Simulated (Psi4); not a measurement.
Reaction (SMILES): COC=O + 4 [H][H] (H2) → 2 C (CH4) + 2 O (H2O)
B3LYP-D3(BJ)/def2-TZVP geometries, fixed; electronic energies without zero-point terms.

Effect of the grid (radial, spherical points) at M06-2X/aug-cc-pVTZ with Psi4, against the last row, where the energy of full hydrogenation is -78.19 kcal/mol. Species with rotatable bonds are taken in one conformer. Cost is core time over that of grid: 35, 110, rough, on shared machines of one kind.

| setting | grid points, largest species | largest shift of a total energy (mEh) | shift of the energy of full hydrogenation (kcal/mol) | cost |
|---|---|---|---|---|
| grid: 35, 110 | 30111 | 0.441 | 0.023 | 1× |
| grid: 50, 194 | 75656 | 0.130 | -0.109 | 2× |
| grid: 75, 302 | 174168 | -0.013 | -0.019 | 3× |
| grid: 99, 590 | 447511 | 0.001 | 0.002 | 7× |
| grid: 150, 974 | 1113388 | 0.000 | 0.000 | 20× |

Within 0.02 kcal/mol in the energy of full hydrogenation: grid: 75, 302; grid: 99, 590. The largest shift is 0.441 mEh in a total energy and 0.109 kcal/mol in the difference.
